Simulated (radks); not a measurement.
# Al²⁺ in [He] 2s2 2p4 3s1 3d2: an all-electron calculation

One table from this session's results is given with a row withheld; the runs are named, their logs left out.

Method: non-relativistic Kohn-Sham, r2SCAN, spin-unpolarised, spherical densities, point nucleus. Code: radks (a radial shooting solver on a logarithmic mesh, Libxc functionals) version 1.

## Starting point

| Property | Result |
| --- | --- |
| element | aluminium (Z = 13) |
| charge | +2 |
| electrons | 11 |
| configuration | [He] 2s2 2p4 3s1 3d2 |

The outer shells:

Al²⁺
```
[He] core
2s [↑↓]
2p [↑↓][↑ ][↑ ]
3s [↑ ]
3d [↑ ][↑ ][  ][  ][  ]
```

Set-up of the first run:

The run's settings:

```text
Z 13
configuration [He] 2s2 2p4 3s1 3d2
relativity non-relativistic
functional r2scan,r2scan
spin unpolarised
nucleus point
```

The run is started by

```sh
$ python run_ks.py task.json out
```

The same process makes all the runs of this session.

One of the session's tables, all rows but one given; the rest of the session is left out.

It belongs to the step «Radial structure». From the orbitals of this run (lengths in bohr):

| level | <r> | outermost maximum (interpolated) | 90 % within | nodes |
| --- | --- | --- | --- | --- |
| 1s | 0.1203 | 0.0787 | 0.215 | 0 |
| 2s | 0.5883 | 0.481 | 0.918 | 1 |
| 2p | 0.5447 | 0.407 | 0.902 | 0 |
| 3s | 1.878 | 1.65 | 2.78 | 2 |
| 3d | ? | ? | ? | ? |

Estimate the missing values for 3d.

The run gave: <r>: 2.444; outermost maximum (interpolated): 1.98; 90 % within: 3.86; nodes: 0. In the column «<r>» it is the highest.
